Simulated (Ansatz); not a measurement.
Geometry optimisation, RKS r2SCAN-D4/6-31G* (Ansatz).

Input:

```yaml
crystal:
  periodic: [false, false, false]
  atoms:
    - { symbol: "N", position_ang: [0.0248, 0.8338, -0.1203] }
    - { symbol: Si, position_ang: [0.4143, -0.2076, 1.1048] }
    - { symbol: Cl, position_ang: [0.0262, -2.079, 0.3588] }
    - { symbol: H, position_ang: [-0.9226, 0.7276, -0.3919] }
    - { symbol: H, position_ang: [0.5071, 0.6516, -0.9928] }
basis:
  gaussian: { orbitals: "6-31G*" }
hamiltonian:
  xc: r2scan
  dispersion: d4
relax:
  f_tol: 0.015
  max_steps: 40
output:
  orbitals: {}
```

Command:

```bash
$ ansatz run input.yaml --threads 1 --pin off --max-ram 2048MiB --backend cpu --events-out ev --progress --plain --runs-dir out
```

Task: Where does it end, and by what steps?

Result: It converged. After 10 steps the energy has fallen by 1.127 eV; H4 moved furthest, 0.95 Å.

```tsv
step	energy less start (eV)	largest force component (eV/Å)	accepted
0	0.0000	3.143	yes
1	-0.2420	1.241	yes
2	-0.3126	0.633	yes
3	-0.4088	1.770	yes
4	-0.6177	2.063	yes
5	-0.8509	1.932	yes
6	-1.0781	0.518	yes
7	-1.1228	0.362	yes
8	-1.1263	0.043	yes
9	-1.1264	0.027	yes
10	-1.1267	0.007	yes
```

```xyz
5
Properties=species:S:1:pos:R:3
N -0.147 0.585 -0.235
Si -0.132 -0.344 1.207
Cl 0.654 -2.136 0.375
H -0.476 1.546 -0.233
H 0.151 0.276 -1.156
```

Whether the end is a true minimum wasn't checked by a vibrational analysis.

Run time: 11 s on 1 thread of AMD EPYC 9R45 96-Core Processor (Zen 5), with other jobs on the host, peak memory 0.15 GiB.
